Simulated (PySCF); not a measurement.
benzene (C6H6), SMILES c1ccccc1. Atoms are numbered in the order given.

```xyz
12

C     -1.3993     0.0000     0.0000
C     -0.6997    -1.2119     0.0000
C      0.6997    -1.2119     0.0000
C      1.3993     0.0000     0.0000
C      0.6997     1.2119     0.0000
C     -0.6997     1.2119     0.0000
H     -2.4921     0.0000     0.0000
H     -1.2461    -2.1582     0.0000
H      1.2461    -2.1582     0.0000
H      2.4921     0.0000     0.0000
H      1.2461     2.1582     0.0000
H     -1.2461     2.1582     0.0000
```

The structure is a stationary point at TPSSh-D3(BJ)/def2-SVP.

Calculation: PBE/pcSseg-1 (PySCF).

GIAO shieldings, no solvent; atoms alike by connectivity are averaged. δ = σ(ref) − σ: ¹³C against TMS (σ = 182.0 ppm); ¹H against TMS (σ = 31.49 ppm), references at their B3LYP-D3(BJ)/def2-TZVP geometries, non-relativistic.

```csv
nucleus,atoms,count,δ (ppm)
¹³C,"C1, C2, C3, C4, C5, C6",6,134.5
¹H,"H7, H8, H9, H10, H11, H12",6,7.69
```
